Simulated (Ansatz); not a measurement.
Calculated with Ansatz (gas phase, PBE0-D4/def2-TZVP geometries, no zero-point term in ΔE). CCSD(T)/CBS adds triple-zeta CCSD(T) − MP2 to the extrapolated MP2 energy (def2 sets, frozen cores). This one scheme is used for every species. DFT in def2-TZVPP. B3LYP here is the variant with VWN-RPA as its local correlation; programs differ in this.

Reaction (hydrogenolysis of a C–C bond): `CC(C)(Cl)Cl` + H₂ → `CC(Cl)Cl` + CH₄

CCSD(T)/CBS gives -0.52 eV.

Question: Another level gave -0.60 eV. Which?
A. PBE-D4/def2-TZVPP
B. BHLYP/def2-TZVPP
C. revPBE-D4/def2-TZVPP
D. B3LYP-D4/def2-TZVPP

Answer: D. B3LYP-D4 -0.60, BHLYP -0.73, PBE-D4 -0.56, revPBE-D4 -0.49 eV.

Largest T1 diagnostic among the species: 0.009.

Leaving LDA and LC-ωPBE aside and taking each functional with its dispersion term where it has one, the values, not all of them listed here, spread over 0.15 eV, from B2PLYP to revPBE-D4. LDA lies +0.16 eV from PBE without D4. At CCSD(T), def2-SVP lies +0.04 eV from the extrapolated value and def2-TZVPP −0.02 eV. In def2-TZVPP, CCSD(T) changes the Hartree–Fock value by +0.28 eV (the triples alone add +0.06 eV) and MP2 by +0.35 eV.
